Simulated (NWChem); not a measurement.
# CF4 (tetrafluoromethane) at 5 levels

Aim: a comparison of 5 runs (PBE0/aug-cc-pVDZ, B3LYP/aug-cc-pVDZ, BHLYP/aug-cc-pVDZ, M06-L/aug-cc-pVDZ, r2SCAN/aug-cc-pVDZ) of CF4 (tetrafluoromethane). 

Program for the calculation: NWChem 7.3.0.

### 1 The system as given

CF4: 5 atoms, total charge 0, spin state singlet. As SMILES, `FC(F)(F)F`. The coordinates come from a PBE0-D4/def2-TZVP relaxation.

Bond lengths: F1–C2 1.318 Å, C2–F3 1.318 Å, C2–F4 1.318 Å, C2–F5 1.318 Å. Angles: F1–C2–F3 109.5°, F1–C2–F4 109.5°, F1–C2–F5 109.5°, F3–C2–F4 109.5°, F3–C2–F5 109.5°, F4–C2–F5 109.5°.

### 2 Energy and gradient at PBE0/aug-cc-pVDZ (run 1)

File run.py:

```python
from ase import Atoms
from ase.calculators.nwchem import NWChem

atoms = Atoms(['F', 'C', 'F', 'F', 'F'], positions=[
    [-0.850100, 0.025300, 0.989500],
    [0.010000, -0.014700, -0.008300],
    [1.157500, -0.501300, 0.420100],
    [-0.464000, -0.786000, -0.966200],
    [0.196600, 1.203000, -0.476700],
])

calc = NWChem(
    label='work',
    theory='dft',
    memory='2200 mb',
    basis='aug-cc-pVDZ',
    basispar='spherical bse',
    dft={'xc': 'pbe0', 'mult': '1', 'grid': 'fine', 'convergence': 'energy 1e-08', 'iterations': '100', 'mulliken': None, 'print': 'low'},
)
atoms.calc = calc

forces = atoms.get_forces()
print(f"energy = {atoms.get_potential_energy():.6f} eV")
print("forces (eV/A):")
for s, f in zip(atoms.symbols, forces):
    print(f"{s:2s} {f[0]:10.5f} {f[1]:10.5f} {f[2]:10.5f}")
```

Started as:

```console
$ export ASE_NWCHEM_COMMAND="nwchem PREFIX.nwi > PREFIX.nwo"
$ python run.py
```

Log:

```text
energy = -11895.040253 eV
forces (eV/A):
F    -0.29367    0.01455    0.34067
C     0.00015   -0.00247   -0.00180
F     0.39112   -0.16532    0.14594
F    -0.16116   -0.26200   -0.32571
F     0.06356    0.41523   -0.15910
```

The calculator wrote work.nwi:

```
title "work"

permanent_dir work

scratch_dir work

start work

geometry units angstrom nocenter noautosym noautoz
  F  -8.5009999999999997e-01 2.5300000000000000e-02 9.8950000000000005e-01
  C  1.0000000000000000e-02 -1.4700000000000000e-02 -8.3000000000000001e-03
  F  1.1575000000000000e+00 -5.0129999999999997e-01 4.2009999999999997e-01
  F  -4.6400000000000002e-01 -7.8600000000000003e-01 -9.6619999999999995e-01
  F  1.9660000000000000e-01 1.2030000000000001e+00 -4.7670000000000001e-01
end

memory 2200 mb

basis spherical bse noprint
   * library aug-cc-pVDZ
end

dft
  xc pbe0
  mult 1
  grid fine
  convergence energy 1e-08
  iterations 100
  mulliken
  print low
end

task dft gradient
```

work.nwo:

```text
Northwest Computational Chemistry Package (NWChem) 7.3.0
             --------------------------------------------------------

           Job information
           ---------------

    nwchem branch   = 7.3.0
    use scalapack   = T
    input           = work.nwi
    prefix          = work.
    data base       = work/work.db
    status          = startup
    nproc           =        1

           Memory information
           ------------------

[... 5 lines left out ...]
    hardfail = no
[... 37 lines left out ...]
            Nuclear Dipole moment (a.u.)
[... 78 lines left out ...]
         Total DFT energy =     -437.134670106723
[... 1 line left out ...]
           Coulomb energy =      420.501767461725
[... 1 line left out ...]
 Nuclear repulsion energy =      206.220070149824
[... 29 lines left out ...]
                         DFT ENERGY GRADIENTS

    atom               coordinates                        gradient
                 x          y          z           x          y          z
   1 F      -1.606456   0.047810   1.869884    0.005711  -0.000283  -0.006625
   2 C       0.018897  -0.027779  -0.015685   -0.000003   0.000048   0.000035
   3 F       2.187358  -0.947320   0.793874   -0.007606   0.003215  -0.002838
   4 F      -0.876833  -1.485325  -1.825853    0.003134   0.005095   0.006334
   5 F       0.371520   2.273340  -0.900832   -0.001236  -0.008075   0.003094

 Task  times  cpu:       26.1s     wall:       26.1s
 Total times  cpu:       26.1s     wall:       26.1s
```

Wall time 28 s (1 thread of AMD EPYC 7R13 (Zen 3), shared host); peak memory 0.12 GiB.

### 3 Energy and forces at B3LYP/aug-cc-pVDZ (run 2)

File job.xyz:

```xyz
5
CF4 B3LYP
F     -0.850100     0.025300     0.989500
C      0.010000    -0.014700    -0.008300
F      1.157500    -0.501300     0.420100
F     -0.464000    -0.786000    -0.966200
F      0.196600     1.203000    -0.476700
```

File run.py:

```python
from ase.io import read
from ase.calculators.nwchem import NWChem

atoms = read('job.xyz')

calc = NWChem(
    label='job',
    theory='dft',
    memory='2200 mb',
    basis='aug-cc-pVDZ',
    basispar='spherical bse',
    dft={'xc': 'b3lyp', 'mult': '1', 'grid': 'fine', 'convergence': 'energy 1e-08', 'iterations': '100', 'mulliken': None},
)
atoms.calc = calc

forces = atoms.get_forces()
print("Total energy (eV):", round(atoms.get_potential_energy(), 6))
print("forces (eV/A):")
for s, f in zip(atoms.symbols, forces):
    print(f"{s:2s} {f[0]:10.5f} {f[1]:10.5f} {f[2]:10.5f}")
print("dipole (e A):", atoms.get_dipole_moment().round(4))
```

Started as:

```console
$ export ASE_NWCHEM_COMMAND="nwchem PREFIX.nwi > PREFIX.nwo"
$ python run.py
```

Log:

```text
Total energy (eV): -11906.159448
forces (eV/A):
F    -0.59156    0.02838    0.68618
C     0.00015   -0.00237   -0.00175
F     0.78851   -0.33383    0.29429
F    -0.32524   -0.52913   -0.65743
F     0.12814    0.83689   -0.32129
dipole (e A): [-0.      0.0001  0.0001]
```

The calculator wrote job.nwi:

```
title "job"

permanent_dir job

scratch_dir job

start job

geometry units angstrom nocenter noautosym noautoz
  F  -8.5009999999999997e-01 2.5300000000000000e-02 9.8950000000000005e-01
  C  1.0000000000000000e-02 -1.4700000000000000e-02 -8.3000000000000001e-03
  F  1.1575000000000000e+00 -5.0129999999999997e-01 4.2009999999999997e-01
  F  -4.6400000000000002e-01 -7.8600000000000003e-01 -9.6619999999999995e-01
  F  1.9660000000000000e-01 1.2030000000000001e+00 -4.7670000000000001e-01
end

memory 2200 mb

basis spherical bse noprint
   * library aug-cc-pVDZ
end

dft
  xc b3lyp
  mult 1
  grid fine
  convergence energy 1e-08
  iterations 100
  mulliken
end

task dft gradient
```

job.nwo:

```text
Northwest Computational Chemistry Package (NWChem) 7.3.0
             --------------------------------------------------------

           Job information
           ---------------

    nwchem branch   = 7.3.0
    use scalapack   = T
    input           = job.nwi
    prefix          = job.
    data base       = job/job.db
    status          = startup
    nproc           =        1

           Memory information
           ------------------

[... 5 lines left out ...]
    hardfail = no
[... 95 lines left out ...]
  convergence criterion.
[... 41 lines left out ...]
          Spatial weights used:  Erf1
[... 32 lines left out ...]
 1-e energy   =   -1017.588056
[... 39 lines left out ...]
           Coulomb energy =      420.522606478834
[... 873 lines left out ...]
          Convergence on density requested:  1.00D-05
[... 27 lines left out ...]
          total energy or number of iterations.
[... 36 lines left out ...]
                 ----------------------------------------
                 |  Time  |  1-e(secs)   |  2-e(secs)   |
                 ----------------------------------------
                 |  CPU   |       0.01   |       5.97   |
                 ----------------------------------------
                 |  WALL  |       0.01   |       5.97   |
                 ----------------------------------------

 Task  times  cpu:       26.9s     wall:       26.9s
 Total times  cpu:       26.9s     wall:       26.9s
```

Run time: 29 s. Hardware: 1 thread of AMD EPYC 7R13 (Zen 3), shared host; peak memory 0.12 GiB.

### 4 Energy and gradient at BHLYP/aug-cc-pVDZ (run 3)

File geom.xyz:

```xyz
5
CF4 BHLYP
F     -0.850100     0.025300     0.989500
C      0.010000    -0.014700    -0.008300
F      1.157500    -0.501300     0.420100
F     -0.464000    -0.786000    -0.966200
F      0.196600     1.203000    -0.476700
```

File run.py:

```python
from ase.io import read
from ase.calculators.nwchem import NWChem

molecule = read('geom.xyz')

calc = NWChem(
    label='geom',
    theory='dft',
    memory='2200 mb',
    basis='aug-cc-pVDZ',
    basispar='spherical bse',
    dft={'xc': 'bhlyp', 'mult': '1', 'grid': 'fine', 'convergence': 'energy 1e-08', 'iterations': '100', 'mulliken': None},
)
molecule.calc = calc

forces = molecule.get_forces()
print(f"energy = {molecule.get_potential_energy():.6f} eV")
print("forces (eV/A):")
for s, f in zip(molecule.symbols, forces):
    print(f"{s:2s} {f[0]:10.5f} {f[1]:10.5f} {f[2]:10.5f}")
print("dipole (e A):", molecule.get_dipole_moment().round(4))
```

Started as:

```console
$ export ASE_NWCHEM_COMMAND="nwchem PREFIX.nwi > PREFIX.nwo"
$ python run.py
```

Log:

```text
energy = -11901.762490 eV
forces (eV/A):
F     0.11930   -0.00463   -0.13848
C     0.00010   -0.00252   -0.00180
F    -0.15982    0.06834   -0.05975
F     0.06644    0.10829    0.13416
F    -0.02607   -0.16949    0.06582
dipole (e A): [-0.      0.0001  0.0001]
```

The calculator wrote geom.nwi:

```
title "geom"

permanent_dir geom

scratch_dir geom

start geom

geometry units angstrom nocenter noautosym noautoz
  F  -8.5009999999999997e-01 2.5300000000000000e-02 9.8950000000000005e-01
  C  1.0000000000000000e-02 -1.4700000000000000e-02 -8.3000000000000001e-03
  F  1.1575000000000000e+00 -5.0129999999999997e-01 4.2009999999999997e-01
  F  -4.6400000000000002e-01 -7.8600000000000003e-01 -9.6619999999999995e-01
  F  1.9660000000000000e-01 1.2030000000000001e+00 -4.7670000000000001e-01
end

memory 2200 mb

basis spherical bse noprint
   * library aug-cc-pVDZ
end

dft
  xc bhlyp
  mult 1
  grid fine
  convergence energy 1e-08
  iterations 100
  mulliken
end

task dft gradient
```

geom.nwo:

```text
Northwest Computational Chemistry Package (NWChem) 7.3.0
             --------------------------------------------------------

           Job information
           ---------------

    nwchem branch   = 7.3.0
    use scalapack   = T
    input           = geom.nwi
    prefix          = geom.
    data base       = geom/geom.db
    status          = startup
    nproc           =        1

           Memory information
           ------------------

[... 5 lines left out ...]
    hardfail = no
[... 95 lines left out ...]
  convergence criterion.
[... 40 lines left out ...]
          Spatial weights used:  Erf1
[... 32 lines left out ...]
 1-e energy   =   -1017.588056
[... 39 lines left out ...]
           Coulomb energy =      420.618099632006
[... 876 lines left out ...]
          Convergence on density requested:  1.00D-05
[... 26 lines left out ...]
          total energy or number of iterations.
[... 36 lines left out ...]
                 ----------------------------------------
                 |  Time  |  1-e(secs)   |  2-e(secs)   |
                 ----------------------------------------
                 |  CPU   |       0.01   |       6.29   |
                 ----------------------------------------
                 |  WALL  |       0.01   |       6.29   |
                 ----------------------------------------

 Task  times  cpu:       27.3s     wall:       27.3s
 Total times  cpu:       27.4s     wall:       27.4s
```

Wall time 29 s (1 thread of AMD EPYC 7R13 (Zen 3), shared host); peak memory 0.12 GiB.

Run 4 isn't shown in full; the table further down has it.

### 5 Energy and forces at r2SCAN/aug-cc-pVDZ (run 5)

File run.py:

```python
from ase import Atoms
from ase.calculators.nwchem import NWChem

molecule = Atoms('FCFFF', positions=[
    [-0.850100, 0.025300, 0.989500],
    [0.010000, -0.014700, -0.008300],
    [1.157500, -0.501300, 0.420100],
    [-0.464000, -0.786000, -0.966200],
    [0.196600, 1.203000, -0.476700],
])

calc = NWChem(
    label='struct',
    theory='dft',
    memory='2200 mb',
    basis='aug-cc-pVDZ',
    basispar='spherical bse',
    dft={'xc': 'r2scan', 'mult': '1', 'grid': 'fine', 'convergence': 'energy 1e-08', 'iterations': '100', 'mulliken': None},
)
molecule.calc = calc

forces = molecule.get_forces()
print("Total energy (eV):", round(molecule.get_potential_energy(), 6))
print("forces (eV/A):")
for s, f in zip(molecule.symbols, forces):
    print(f"{s:2s} {f[0]:10.5f} {f[1]:10.5f} {f[2]:10.5f}")
print("dipole (e A):", molecule.get_dipole_moment().round(4))
```

Started as:

```console
$ export ASE_NWCHEM_COMMAND="nwchem PREFIX.nwi > PREFIX.nwo"
$ python run.py
```

Log:

```text
Total energy (eV): -11901.396859
forces (eV/A):
F    -0.57593    0.02751    0.66808
C     0.00005   -0.00231   -0.00175
F     0.76773   -0.32488    0.28652
F    -0.31655   -0.51515   -0.64015
F     0.12465    0.81483   -0.31275
dipole (e A): [-0.      0.0001  0.0001]
```

The calculator wrote struct.nwi:

```
title "struct"

permanent_dir struct

scratch_dir struct

start struct

geometry units angstrom nocenter noautosym noautoz
  F  -8.5009999999999997e-01 2.5300000000000000e-02 9.8950000000000005e-01
  C  1.0000000000000000e-02 -1.4700000000000000e-02 -8.3000000000000001e-03
  F  1.1575000000000000e+00 -5.0129999999999997e-01 4.2009999999999997e-01
  F  -4.6400000000000002e-01 -7.8600000000000003e-01 -9.6619999999999995e-01
  F  1.9660000000000000e-01 1.2030000000000001e+00 -4.7670000000000001e-01
end

memory 2200 mb

basis spherical bse noprint
   * library aug-cc-pVDZ
end

dft
  xc r2scan
  mult 1
  grid fine
  convergence energy 1e-08
  iterations 100
  mulliken
end

task dft gradient
```

struct.nwo:

```text
Northwest Computational Chemistry Package (NWChem) 7.3.0
             --------------------------------------------------------

           Job information
           ---------------

    nwchem branch   = 7.3.0
    use scalapack   = T
    input           = struct.nwi
    prefix          = struct.
    data base       = struct/struct.db
    status          = startup
    nproc           =        1

           Memory information
           ------------------

[... 5 lines left out ...]
    hardfail = no
[... 95 lines left out ...]
  convergence criterion.
[... 38 lines left out ...]
          Spatial weights used:  Erf1
[... 32 lines left out ...]
 1-e energy   =   -1017.588056
[... 39 lines left out ...]
           Coulomb energy =      420.617242249407
[... 877 lines left out ...]
          Convergence on density requested:  1.00D-05
[... 24 lines left out ...]
          total energy or number of iterations.
[... 36 lines left out ...]
                 ----------------------------------------
                 |  Time  |  1-e(secs)   |  2-e(secs)   |
                 ----------------------------------------
                 |  CPU   |       0.01   |       6.27   |
                 ----------------------------------------
                 |  WALL  |       0.01   |       6.27   |
                 ----------------------------------------

 Task  times  cpu:       30.5s     wall:       30.5s
 Total times  cpu:       30.5s     wall:       30.5s
```

Run time: 32 s. Hardware: 1 thread of AMD EPYC 7R13 (Zen 3), shared host; peak memory 0.11 GiB.

### 6 Overview of the runs

```tsv
run	level	energy (Eh)	largest force (eV/Å)	wall time
1	PBE0/aug-cc-pVDZ	-437.134670	0.450	28 s
2	B3LYP/aug-cc-pVDZ	-437.543293	0.906	29 s
3	BHLYP/aug-cc-pVDZ	-437.381708	0.185	29 s
4	M06-L/aug-cc-pVDZ	-437.490555	0.622	41 s
5	r2SCAN/aug-cc-pVDZ	-437.368271	0.882	32 s
```

### 7 Summary of results

| quantity | value |
| --- | --- |
| run 5: total energy | -437.36827 Eh |
| run 5: dipole moment | 0.00 D |
| run 5: HOMO energy | -10.96 eV |
| run 5: LUMO energy | 0.71 eV |
| run 5: HOMO–LUMO gap | 11.67 eV |
| run 5: largest force on an atom | 0.882 eV/Å |

In words: Over runs 2, 3, 4, 5 the HOMO–LUMO gap runs from 11.04 eV (M06-L/aug-cc-pVDZ) to 15.80 eV (BHLYP/aug-cc-pVDZ). Totals of different functionals can't be ranked against each other. All runs together took 2.6 min, the longest 41 s.
